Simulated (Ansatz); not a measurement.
Density of states of Ta$_{2}$O$_{5}$ (C2/c, a = 12.819 Å, b = 4.868 Å, c = 5.534 Å, α = 90.00°, β = 103.83°, γ = 90.00°), in states per eV and primitive cell, averaged over bins of 0.4 eV. Computed with Ansatz, DFT r2SCAN, scalar-relativistic, plane waves, PAW.

Settings: cutoff 500 eV, Γ-centred mesh 6×6×4 on the computed 14-atom cell, Gaussian smearing of 0.02 eV; no spin polarisation.

The cell is relaxed at this level. The states (both spins) are summed by tetrahedra on a 9×9×6 mesh at the self-consistent density. Energies are bin centres; the table starts no lower than −8 eV and ends at 6 eV, or lower where the solved bands end.

The gap is 3.67 eV at this level, with the zero inside it.

```
E − E_F (eV) total O 2p Ta 5d Ta 6s O 2s
       -7.35   6.88   4.63   1.76   0.38  0.02
       -6.95  12.62   8.40   3.64   0.38  0.05
       -6.55   8.95   6.21   2.23   0.27  0.10
       -6.15   8.76   6.24   2.06   0.18  0.13
       -5.75   9.86   7.23   2.13   0.14  0.16
       -5.35   9.24   6.94   1.88   0.09  0.14
       -4.95   8.90   6.95   1.58   0.07  0.13
       -4.55  10.37   8.33   1.60   0.07  0.15
       -4.15  11.25   9.43   1.37   0.06  0.15
       -3.75  14.12  12.18   1.45   0.05  0.12
       -3.35  11.62  10.21   1.10   0.04  0.07
       -2.95  12.40  11.37   0.75   0.03  0.06
       -2.55  13.15  12.38   0.56   0.02  0.04
       -2.15  11.12  10.69   0.30   0.01  0.02
       -1.75   0.76   0.73   0.01   0.00  0.00
       -1.35   0.00   0.00   0.00   0.00  0.00
       -0.95   0.00   0.00   0.00   0.00  0.00
       -0.55   0.00   0.00   0.00   0.00  0.00
       -0.15   0.00   0.00   0.00   0.00  0.00
        0.25   0.00   0.00   0.00   0.00  0.00
        0.65   0.00   0.00   0.00   0.00  0.00
        1.05   0.00   0.00   0.00   0.00  0.00
        1.45   0.00   0.00   0.00   0.00  0.00
        1.85   2.85   0.27   2.50   0.01  0.03
        2.25   7.12   0.75   6.20   0.03  0.04
        2.65   5.85   0.92   4.75   0.03  0.03
        3.05   8.00   1.60   6.07   0.06  0.06
        3.45   6.63   1.45   4.89   0.05  0.05
        3.85   8.01   1.94   5.67   0.06  0.07
        4.25   7.15   1.85   4.85   0.06  0.07
        4.65   7.95   2.21   5.09   0.09  0.09
        5.05   5.98   1.78   3.69   0.06  0.06
        5.45   0.45   0.14   0.25   0.00  0.01
```

The columns after the total are the main Löwdin projections on the occupied valence shells of the potentials; 2 others are left out. The rest of the total lies in those, in shells that are empty in the free atom, which aren't projected, and between the atoms.

Spin-orbit coupling is left out, which matters for the bands of heavy elements.

Cost: 1 run of about 10 core-minutes, on Intel Xeon Processor @ 2.50GHz (Skylake/Cascade Lake) (shared hosts).